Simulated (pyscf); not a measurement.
Optimised with ωB97X-D3(BJ)/def2-SVP in PySCF. Correlated levels are frozen-core, on RHF or UHF. ΔMP2 is the change of the MP2 total energy from the triple- to the quadruple-zeta basis.

Q: H₃C–Al(CH₃)–NH₂ (SMILES [CH3][Al]([CH3])[NH2]) → H₃C–CH₂–AlH–NH₂ (SMILES C[CH2][AlH][NH2])
Surface: singlet. Broken: Al–C, C–H. Formed: C–C, Al–H. Give ΔE‡ and ΔE from CCSD(T)/def2-TZVPP + ΔMP2(QZVPP), relative to the reactant's lowest minimum found.

A: ΔE‡ = 95.6 kcal/mol, ΔE = +14.9 kcal/mol. Zero-point energy shifts the barrier by -4.6 kcal/mol. It is a concerted two-bond exchange, with an imaginary mode of 493i cm⁻¹. The same reactants have a lower exit, to CH₄ + H₃C–Al=NH (barrier +73.8 kcal/mol at ωB97M-D3(BJ)/def2-TZVP, against +95.6 kcal/mol here). This is the saddle that the search found; another between the same sides may lie lower. The CCSD(T) − MP2 part came from Ansatz, without density fitting, on the same reference.
